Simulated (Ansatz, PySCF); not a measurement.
Isomers of CHN: 1 is C#N, 2 is [NH+]#[C-]; one conformer of each (the lowest of an xTB search), B3LYP-D3(BJ)/def2-TZVP minima.
Isomer 1 (charge 0, multiplicity 1):
```xyz
3

C     -0.022    -0.362     0.000
N      0.922     0.289     0.000
H     -0.900    -0.968     0.000
```
Isomer 2 (charge 0, multiplicity 1):
```xyz
3

C      1.109     0.000     0.000
N     -0.056     0.000     0.000
H     -1.053     0.000     0.000
```

No zero-point or thermal terms.

Cores are frozen in the correlated methods.

Codes used: Ansatz (a quantum-chemistry and plane-wave program) with Gaussian orbitals; PySCF for the dispersion terms. 

Task: Estimate the electronic energy of isomer 2 less that of isomer 1 that PBE0-D4/def2-TZVPP returns for this input.

Result: 13.7 kcal/mol

Task: Give the electronic energy of isomer 2 less that of isomer 1 at the level MP2/cc-pVQZ.

Result: 17.5 kcal/mol

Task: Predict the electronic energy of isomer 2 less that of isomer 1 from B2PLYP/def2-TZVPP.

Result: 15.3 kcal/mol
